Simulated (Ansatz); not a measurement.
How the polycrystal shear modulus of rock-salt PbSe moves with the method

No measured value is used here.

| level (code) | value (GPa) | cell (Å³/atom) |
|---|---|---|
| LDA (Ansatz) | 32.3 | 27.57 |
| PBE (Ansatz) | ? | 30.05 |
| r²SCAN (Ansatz) | 29.5 | 29.47 |
| HSE06 (Ansatz) | 30.0 | 29.38 |

Problem. Fill in the missing entries.

Solution. 
- PBE (Ansatz, an electronic-structure program), value (GPa): 27.3

Density-functional levels without +SOC have no spin–orbit coupling. LDA: the solid has no gap at this level, which affects its response. Each level is taken at its own relaxed cell. Cutoffs and k meshes differ between the levels. Ansatz's density-functional and Hartree–Fock values are scalar-relativistic unless marked +SOC, with PAW data made under PBE.
